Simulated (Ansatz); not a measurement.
# C₂H₃ClFN: a ladder of functionals and wavefunction methods

The task here is to estimate one member of a computed series from the others.

Computed with Ansatz 0.2.0, Gaussian basis. Level: functionals in def2-TZVPP, the program's frozen cores in correlated methods.

Levels to be run: PBE-D4, r2SCAN-D4, PBE0-D4, B3LYP-D4, ωB97X-V, ωB97M-V, B2PLYP; CCSD(T)/def2-TZVPP; CCSD(T)/def2-QZVPP; extrapolation to the limit.

## The geometry

The geometry comes from an earlier relaxation with PBE0-D4 in a triple-zeta def2 set; it is a stationary point, not always the lowest conformer.

SMILES `C/N=C(\F)Cl`, 8 atoms, charge 0, spin multiplicity 1.

Atoms are counted from 1 here; the program's logs count them from 0.

Bond lengths: C1–N2 1.443 Å, C1–H6 1.092 Å, C1–H7 1.093 Å, C1–H8 1.092 Å, N2–C3 1.234 Å, C3–F4 1.335 Å, C3–Cl5 1.711 Å. Angles: N2–C1–H6 108.4°, N2–C1–H7 114.4°, N2–C1–H8 108.4°, H6–C1–H7 109.2°, H6–C1–H8 107.0°, H7–C1–H8 109.2°, C1–N2–C3 121.1°, N2–C3–F4 126.1°, N2–C3–Cl5 123.7°, F4–C3–Cl5 110.2°.

The first run:

Input file in.yaml:

```yaml
crystal:
  periodic: [false, false, false]
  atoms:
    - {symbol: C, position_ang: [-0.602711, -0.261566, 0.896068]}
    - {symbol: N, position_ang: [-0.094071, 0.717445, -0.033854]}
    - {symbol: C, position_ang: [0.636520, 0.387383, -0.972338]}
    - {symbol: F, position_ang: [1.043470, -0.852923, -1.253758]}
    - {symbol: Cl, position_ang: [1.276243, 1.490821, -2.112096]}
    - {symbol: H, position_ang: [-1.693423, -0.208146, 0.890007]}
    - {symbol: H, position_ang: [-0.291324, -1.287645, 0.685524]}
    - {symbol: H, position_ang: [-0.274714, 0.014643, 1.900458]}
basis:
  gaussian: {orbitals: def2-TZVPP}
hamiltonian: {xc: pbe, dispersion: d4}
output: {forces: true, orbitals: {seedname: orbitals}}
```

The run is started by

```
$ ansatz run in.yaml --threads 2 --pin off --events-out ev --progress --plain --max-ram 32768MiB --backend cpu
```

Among the steps run: PBE-D4 (GGA); r2SCAN-D4 (meta-GGA); PBE0-D4 (hybrid); B3LYP-D4 (hybrid); ωB97X-V (range-separated); ωB97M-V (range-separated); B2PLYP (double hybrid); CCSD(T) in def2-TZVPP; CCSD(T) in def2-QZVPP.

One table of the session follows, with a row left open; its other results are not shown here.

| method | atomisation energy (kJ/mol) |
| --- | --- |
| PBE-D4 | 3189.2 |
| r2SCAN-D4 | 3057.9 |
| PBE0-D4 | 3078.2 |
| B3LYP-D4 | 3044.8 |
| ωB97X-V | 3054.3 |
| ωB97M-V | 3058.5 |
| B2PLYP | 3010.7 |
| HF/def2-TZVPP | 2032.9 |
| MP2/def2-TZVPP | 3032.3 |
| CCSD/def2-TZVPP | 2866.2 |
| CCSD(T)/def2-TZVPP | 2936.0 |
| MP2/CBS | 3124.7 |
| CCSD(T)/CBS | ? |

Estimate the missing values for CCSD(T)/CBS.

The run gave: atomisation energy (kJ/mol): 3027.0. In the column «atomisation energy (kJ/mol)» it lies between B2PLYP (3010.7) and MP2/def2-TZVPP (3032.3).
